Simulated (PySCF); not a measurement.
Isomers of C6H6.

All values: PBE0/def2-SVPD (PySCF) at GFN2-xTB geometries, gas phase, one conformer each. Core orbitals are frozen in the response; Δα² is half the sum of the squared differences of the principal polarisabilities. Dipoles and anisotropies that the point group forbids are given as zero.

Question: Rank by HOMO energy, highest first.
A. fulvene, `C=C1C=CC=C1`
B. bicyclo[2.2.0]hexa-2,5-diene, `C1=CC2C=CC12`
C. benzene, `c1ccccc1`
D. benzvalene, `C1=CC2C3C1C23`

Answer: D (-6.27 eV), A (-6.40 eV), B (-6.95 eV), C (-7.36 eV).

Question: Rank by dipole moment, highest first.
A. benzene, `c1ccccc1`
B. benzvalene, `C12C3C=CC2C13`
C. fulvene, `C1=CC=CC1=C`

Answer: B (0.95 D), C (0.64 D), A (0.00 D).

Question: Rank by mean static polarisability, lowest first.
A. benzvalene, `C1=CC2C3C1C23`
B. benzene, `C1=CC=CC=C1`
C. fulvene, `C=C1C=CC=C1`
D. bicyclo[2.2.0]hexa-2,5-diene, `C1=CC2C=CC12`

Answer: A (8.73 Å³), D (9.00 Å³), B (9.74 Å³), C (10.39 Å³).

All values together:

| SMILES | μ (D) | HOMO (eV) | LUMO (eV) | α (Å³) | Δα (Å³) |
| --- | --- | --- | --- | --- | --- |
| C=C1C=CC=C1 | 0.64 | -6.40 | -1.96 | 10.39 | 7.51 |
| C1=CC2C=CC12 | 0.03 | -6.95 | -0.37 | 9.00 | 2.41 |
| c1ccccc1 | 0.00 | -7.36 | -0.20 | 9.74 | 5.37 |
| C1=CC2C3C1C23 | 0.95 | -6.27 | 0.24 | 8.73 | 1.92 |
